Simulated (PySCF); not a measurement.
# H5PSi (SiH3PH2): the cost of one run

Programs: PySCF 2.14.0, with density-fitted response routines of our own. Each step states its level of theory. These are calculated values for one molecule, in the gas phase or a continuum, unless marked as measured. Atoms count from 0, in the outputs and in this text.

### 1 Starting geometry

7 atoms, charge 0, multiplicity 1; geometry from: GFN2-xTB. The atoms were then displaced at random by about 0.01 Å, so the start is not that level's minimum.

Bonds of the start (Å): Si0–P1 2.21, Si0–H2 1.48, Si0–H3 1.45, Si0–H4 1.49, P1–H5 1.37, P1–H6 1.39.

### 2 Geometry optimisation at PBE0-D3(BJ)/def2-SVP

What the job is given:

```
{"job": {"xc": "PBE0", "basis": "def2-SVP", "d3": "d3bj", "grid": 1, "shake": 0.01, "kind": "geom"}, "charge": 0, "multiplicity": 1}
Si    -0.811580     0.035410    -0.028400
P      1.323060     0.187410    -0.592750
H     -1.505410    -0.763190    -1.058730
H     -1.021190    -0.528760     1.285710
H     -1.354500     1.420610    -0.060770
H      1.644660    -1.093930    -0.213680
H      1.758920     0.713350     0.618700
```

Command:

```bash
OMP_NUM_THREADS=1 python probes_run.py task.json out
```

This one command runs all jobs of the session in turn.

**Question.** How long does this first job take on 1 thread of Arm Neoverse V1, shared host, and how much memory does it need?

About 3.9 s, with a peak of 0.28 GiB.
